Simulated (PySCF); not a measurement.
**One molecule, a ladder of functionals, a line**

Molecule: `C[C@@]12C[C@@H]1[C@H]2F`, C5H7F.

Mapped SMILES: `[CH3:1][C@@:2]12[CH2:3][C@@H:4]1[C@H:5]2[F:6]` (H(Xn): hydrogen on atom n). Ha(C3) is cis to C5 on the ring; Hb(C3) is trans to C5 on the ring.

GIAO shieldings (ppm, equivalent atoms averaged) in PySCF 2.14.0 with density-fitted response routines on the PBE0-D3(BJ)/def2-SVP geometry, basis pcSseg-1, gas phase, non-relativistic:

```csv
functional,exact exchange (%),σ(C5),σ(C3),σ(C2),σ(C4)
BLYP,0,87.6,156.5,163.7,165.6
BP86,0,92.9,161.0,167.9,170.1
PBE,0,93.3,161.4,168.3,170.2
PBE0,25,101.2,166.5,174.9,176.6
mPW1PW91,25,100.4,165.5,174.1,175.7
BHandHLYP,50,103.5,167.0,177.3,178.7
HF,100,118.1,176.3,189.8,190.2
```

**Question.** Fit each shielding as a line in the percentage of exact exchange.

**Answer.** σ(C5) = 92.1 + 0.26 x (rms 2.2 ppm); σ(C3) = 160.3 + 0.16 x (rms 1.9 ppm); σ(C2) = 167.2 + 0.23 x (rms 1.7 ppm); σ(C4) = 169.2 + 0.21 x (rms 1.8 ppm). The functionals also differ in their semilocal parts, which the line can't hold; Hartree–Fock has no correlation at all.

**Question.** What does the line predict for B3LYP (20 %), and what does the run give?

**Answer.** σ(C5): 97.3 predicted, 94.4 computed; σ(C3): 163.5 predicted, 161.0 computed; σ(C2): 171.8 predicted, 169.5 computed; σ(C4): 173.4 predicted, 171.2 computed ppm.
